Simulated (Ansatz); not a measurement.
# AlHO2 (triplet): wave-function methods side by side, def2-TZVPP

An exercise on one series of results from a longer session: the logs are not shown, and one member is left open.

Computed with Ansatz 0.2.0, Gaussian basis. Level: def2-TZVPP, core rule «outside noble gas», up to 7 orbitals frozen.

Plan: UHF; ROHF; CCSD(T) on UHF.

2 further runs of the same task are left out: 2 set aside as unsound or not needed.

### The geometry

The geometry is a PBE0/def2-TZVP stationary point (not a proven minimum) of the parent state, kept for this charge and spin.

4 atoms, charge 0, spin multiplicity 3.

Atoms are counted from 1 here; the program's logs count them from 0.

Bond lengths: O1–Al2 1.596 Å, Al2–O3 1.631 Å, O3–H4 0.946 Å. Angles: O1–Al2–O3 180.0°, Al2–O3–H4 180.0°.

Geometry (Å):

```csv
atom,x (Å),y (Å),z (Å)
O1,0.00000,0.00000,-2.24863
Al2,0.00000,0.00000,-0.65302
O3,0.00000,0.00000,0.97788
H4,0.00000,0.00000,1.92378
```

The first run:

in.yaml

```yaml
crystal:
  periodic: [false, false, false]
  atoms:
    - {symbol: O, position_ang: [0.000000, 0.000000, -2.248625]}
    - {symbol: Al, position_ang: [0.000000, 0.000000, -0.653025]}
    - {symbol: O, position_ang: [0.000000, 0.000000, 0.977875]}
    - {symbol: H, position_ang: [0.000000, 0.000000, 1.923775]}
basis:
  gaussian: {orbitals: def2-TZVPP}
magnetization: {spin_polarized: true, initial_magnetization: 2}
hamiltonian: {xc: hf}
output: {orbitals: {seedname: orbitals}}
```

The run is started by

```sh
$ ansatz run in.yaml --threads 1 --pin off --events-out ev --progress --plain --max-ram 3968MiB --backend cpu
```

Among the steps run: UHF; ROHF; CCSD(T) on UHF.

One of the session's tables, all rows but one given; the rest of the session is left out.

```
  method  from UCCSD(T) (meV)
    ROHF             +14248.6
     UHF                    ?
    UMP2               +890.1
   UCCSD               +472.0
UCCSD(T)                    0
```

**Question.** Estimate the row for UHF.

As computed: from UCCSD(T) (meV): +14104.5. In the column «from UCCSD(T) (meV)» it lies between UMP2 (+890.1) and ROHF (+14248.6).
